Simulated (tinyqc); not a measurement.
Inside a calculation. Method: coupled-perturbed Hartree-Fock on RHF in the sto-6g basis, for H2O, spin multiplicity 1. One step of it, computed by the program tinyqc.

Task: Coupled step 1. U_ai = -(mu_ai + sum_bj [4 (ai|bj) - (ab|ij) - (aj|bi)] U_bj) / (e_a - e_i); alpha = -4 sum U_ai mu_ai.

uncoupled U:
```
           i1         i2        i3         i4        i5
a6  -0.002078   0.090388  0.036665   0.456371  0.000000
a7   0.000146  -0.007864  0.478392  -0.023368  0.000000
```

dipole integrals <a|z|i> (bohr):
```
           i1         i2         i3         i4        i5
a6   0.044035  -0.181744  -0.048056  -0.537324  0.000000
a7  -0.003104   0.016605  -0.675222   0.029868  0.000000
```

orbital energies (hartree): MO1 -20.512221, MO2 -1.331633, MO3 -0.631603, MO4 -0.498311, MO5 -0.411844, MO6 0.679074, MO7 0.779838

Two-electron integrals over orbitals (pq|rs), unique and non-zero (hartree):
```
(11|11) 4.760790    (21|11) -0.418972   (21|21) 0.060164    (22|11) 1.014214
(22|21) -0.012070   (22|22) 0.745704    (31|11) -0.003509   (31|21) 0.000400
(31|22) -0.000435   (31|31) 0.012237    (32|11) 0.000896    (32|21) -0.000229
(32|22) -0.002101   (32|31) 0.018801    (32|32) 0.147928    (33|11) 0.834142
(33|21) -0.004048   (33|22) 0.669027    (33|31) 0.000163    (33|32) 0.000928
(33|33) 0.659401    (41|11) 0.212633    (41|21) -0.026374   (41|22) 0.019299
(41|31) -0.000309   (41|32) 8.63e-07    (41|33) 0.007015    (41|41) 0.031548
(42|11) -0.131928   (42|21) 0.010962    (42|22) 0.018823    (42|31) 0.000034
(42|32) 0.000036    (42|33) 0.006073    (42|41) 0.016397    (42|42) 0.116525
(43|11) -0.003647   (43|21) 0.000185    (43|22) -0.000846   (43|31) -0.004858
(43|32) 0.011444    (43|33) -0.000693   (43|41) 0.000192    (43|42) 0.001540
(43|43) 0.047043    (44|11) 1.015882    (44|21) -0.015050   (44|22) 0.672931
(44|31) -2.21e-06   (44|32) 0.001006    (44|33) 0.616754    (44|41) -0.011850
(44|42) -0.103732   (44|43) -0.002163   (44|44) 0.803593    (51|51) 0.026742
(52|51) 0.031832    (52|52) 0.141551    (53|51) 0.000261    (53|52) 0.000839
(53|53) 0.030751    (54|51) -0.015130   (54|52) -0.051215   (54|53) -0.000572
(54|54) 0.060901    (55|11) 1.117074    (55|21) -0.010998   (55|22) 0.748086
(55|31) -0.000087   (55|32) 0.000371    (55|33) 0.648988    (55|41) 0.005269
(55|42) -0.067273   (55|43) -0.001977   (55|44) 0.737177    (55|55) 0.880663
(61|11) -0.259770   (61|21) 0.040988    (61|22) 0.001284    (61|31) 0.001304
(61|32) 0.001401    (61|33) 0.000762    (61|41) -0.003781   (61|42) 0.021182
(61|43) -0.000158   (61|44) -0.022060   (61|55) -0.005991   (61|61) 0.038172
(62|11) 0.336018    (62|21) -0.007079   (62|22) 0.151756    (62|31) 0.000749
(62|32) 0.002746    (62|33) 0.088762    (62|41) 0.019757    (62|42) 0.013936
(62|43) -0.002826   (62|44) 0.092033    (62|55) 0.165316    (62|61) 0.006878
(62|62) 0.108674    (63|11) 0.025383    (63|21) -0.000567   (63|22) 0.009445
(63|31) 0.004249    (63|32) -0.029413   (63|33) 0.006815    (63|41) 0.000031
(63|42) -0.005547   (63|43) -0.022743   (63|44) 0.010598    (63|55) 0.013274
(63|61) -0.000133   (63|62) 0.008074    (63|63) 0.060478    (64|11) 0.202046
(64|21) -0.001494   (64|22) 0.080972    (64|31) -0.000737   (64|32) -0.005598
(64|33) 0.042814    (64|41) 0.000110    (64|42) -0.038158   (64|43) -0.000775
(64|44) 0.121447    (64|55) 0.107035    (64|61) -0.001145   (64|62) 0.056529
(64|63) 0.008397    (64|64) 0.066229    (65|51) 0.016139    (65|52) 0.059353
(65|53) 0.001981    (65|54) -0.004619   (65|65) 0.039933    (66|11) 0.850772
(66|21) -0.007411   (66|22) 0.641538    (66|31) 0.001114    (66|32) 0.012839
(66|33) 0.589627    (66|41) 0.022976    (66|42) 0.058081    (66|43) 0.005708
(66|44) 0.562548    (66|55) 0.606949    (66|61) 0.008898    (66|62) 0.107332
(66|63) -0.004218   (66|64) 0.039334    (66|66) 0.620700    (71|11) 0.019968
(71|21) -0.003224   (71|22) -0.000301   (71|31) 0.016119    (71|32) 0.022857
(71|33) 0.000273    (71|41) 0.000477    (71|42) -0.001341   (71|43) -0.006652
(71|44) 0.001521    (71|55) 0.000449    (71|61) -0.001378   (71|62) 0.000743
(71|63) 0.005116    (71|64) -0.000862   (71|66) 0.001059    (71|71) 0.021568
(72|11) -0.026426   (72|21) 0.000537    (72|22) -0.011501   (72|31) 0.013163
(72|32) 0.030086    (72|33) -0.005928   (72|41) -0.001295   (72|42) 0.000144
(72|43) -0.038586   (72|44) -0.008099   (72|55) -0.012776   (72|61) 0.000775
(72|62) -0.004082   (72|63) 0.037153    (72|64) -0.005084   (72|66) -0.009908
(72|71) 0.016467    (72|72) 0.058814    (73|11) 0.352623    (73|21) -0.007732
(73|22) 0.117767    (73|31) -0.000184   (73|32) 0.003253    (73|33) 0.090286
(73|41) -0.001462   (73|42) -0.082076   (73|43) -0.000261   (73|44) 0.158224
(73|55) 0.179736    (73|61) -0.007934   (73|62) 0.077896    (73|63) 0.006782
(73|64) 0.075566    (73|66) 0.035688    (73|71) 0.000384    (73|72) -0.008661
(73|73) 0.153019    (74|11) -0.010501   (74|21) 0.000080    (74|22) -0.003309
(74|31) -0.011055   (74|32) -0.081957   (74|33) -0.003161   (74|41) -0.000121
(74|42) 0.001228    (74|43) 0.008452    (74|44) -0.006611   (74|55) -0.005429
(74|61) -0.001015   (74|62) -0.004569   (74|63) 0.036915    (74|64) 0.001603
(74|66) -0.010363   (74|71) -0.014145   (74|72) -0.013287   (74|73) -0.006862
(74|74) 0.072678    (75|51) -0.001233   (75|52) -0.004546   (75|53) 0.023108
(75|54) 0.000663    (75|65) -0.001274   (75|75) 0.022968    (76|11) -0.000543
(76|21) -0.000084   (76|22) -0.002317   (76|31) 0.009445    (76|32) 0.095850
(76|33) 0.002837    (76|41) -0.001290   (76|42) -0.003951   (76|43) 0.039737
(76|44) 0.003862    (76|55) 0.000571    (76|61) -0.000135   (76|62) -0.003402
(76|63) -0.052225   (76|64) -0.005151   (76|66) 0.012172    (76|71) 0.011549
(76|72) -0.016692   (76|73) 0.006432    (76|74) -0.057420   (76|76) 0.107908
(77|11) 0.861762    (77|21) -0.008514   (77|22) 0.632212    (77|31) -0.001501
(77|32) -0.014074   (77|33) 0.625459    (77|41) 0.004723    (77|42) -0.004646
(77|43) -0.005766   (77|44) 0.611762    (77|55) 0.623763    (77|61) -0.004697
(77|62) 0.070558    (77|63) 0.013010    (77|64) 0.033218    (77|66) 0.579855
(77|71) -0.001388   (77|72) -0.003329   (77|73) 0.076060    (77|74) 0.006780
(77|76) -0.012234   (77|77) 0.628137
```

Give: U after step 1; polarisability.

Result:

U after step 1:
```
         i1       i2      i3       i4      i5
a6  -0.0007   0.0365  0.0345   0.4965  0.0000
a7   0.0000  -0.0038  0.4496  -0.0258  0.0000
```

polarisability = 2.3179 bohr^3
